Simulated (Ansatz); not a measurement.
# BeBH (triplet): the correlation ladder at scale of all distances = 1.000, cc-pVDZ

How much of the correlation energy of BeBH (triplet) does each wave-function method recover here?

The runs use Ansatz 0.2.0, Gaussian basis; cc-pVDZ, core rule «outside noble gas», up to 2 orbitals frozen.

To be run: UHF; CCSD(T) on ROHF; CCSD(T) on UHF; BCCD(T) on ROHF; CISD as a restricted active space (open shells left free, so some higher excitations enter); CCSDT(Q) on ROHF; CCSDT(Q) on UHF; CASSCF and MRCISD+Q, 4 electrons in 4 orbitals; CASSCF and NEVPT2, 4 electrons in 4 orbitals; Full CI.

27 further runs of the same task are left out: 9 for a known fault of the program, 10 that didn't finish, 8 set aside as unsound or not needed. Runs told in other sessions of the task aren't counted.

### 1 The system

The geometry derives from a PBE0/def2-TZVP stationary point (not a proven minimum). All distances are scaled together.

3 atoms, charge 0, spin multiplicity 3.

Atoms are counted from 1 here; the program's logs count them from 0.

Bond lengths: B1–Be2 1.813 Å, B1–H3 1.189 Å. Angles: Be2–B1–H3 180.0°.

### 2 UHF

The input, in.yaml:

```yaml
crystal:
  periodic: [false, false, false]
  atoms:
    - {symbol: B, position_ang: [0.000000, 0.000000, 0.207806]}
    - {symbol: Be, position_ang: [0.000000, 0.000000, -1.605007]}
    - {symbol: H, position_ang: [0.000000, 0.000000, 1.397201]}
basis:
  gaussian: {orbitals: cc-pVDZ}
magnetization: {spin_polarized: true, initial_magnetization: 2}
hamiltonian: {xc: hf}
output: {orbitals: {seedname: orbitals}}
```

On the command line:

```console
$ ansatz run in.yaml --threads 1 --pin off --events-out ev --progress --plain --max-ram 2393MiB
```

Further steps of the session: CCSD(T) on ROHF; CCSD(T) on UHF; BCCD(T) on ROHF; CISD as a restricted active space (open shells left free, so some higher excitations enter); CCSDT(Q) on ROHF; CCSDT(Q) on UHF; CASSCF and MRCISD+Q, 4 electrons in 4 orbitals; CASSCF and NEVPT2, 4 electrons in 4 orbitals; Full CI.

**Question.** What will the summary of the whole plan be? Wanted: FCI from the RHF energy; RMP2 from FCI; UMP2 from FCI; RCCSD from FCI; RCCSD(T) from FCI; UCCSD(T) from FCI; RCCSDT(Q) from FCI; UCCSDT(Q) from FCI; MRCISD+Q pair from FCI.

The runs gave:

| quantity | value |
| --- | --- |
| FCI from the ROHF energy | -2.8624 eV |
| RMP2 from FCI | +749.0 meV |
| UMP2 from FCI | +751.8 meV |
| RCCSD from FCI | +93.7 meV |
| RCCSD(T) from FCI | +25.9 meV |
| UCCSD(T) from FCI | +25.8 meV |
| RCCSDT(Q) from FCI | +0.8 meV |
| UCCSDT(Q) from FCI | +0.5 meV |
| MRCISD+Q pair from FCI | -2.9 meV |
| levels within 1 kcal/mol (43 meV) | RCCSD(T), UCCSD(T), BCCD(T), RCCSDT, UCCSDT, RCCSDT(Q), UCCSDT(Q), MRCISD+Q pair |
| T1 diagnostic | 0.020 |
| effectively unpaired electrons | 2.04 |

What this shows: RCCSD(T) misses by +25.9 meV, 0.9 % of the correlation energy. MRCISD+Q pair falls below full CI: the +Q correction isn't variational, and the cores differ from full CI's. One determinant dominates. These misses are within one basis, not against nature; the frozen cores of restricted and unrestricted runs differ, which can shift their rows.

Levels on UHF freeze UHF's core orbitals, full CI those of ROHF, so the U rows can settle a little off it for that reason alone.

With open shells the CI space here admits some higher excitations, so it is larger than plain CISD.
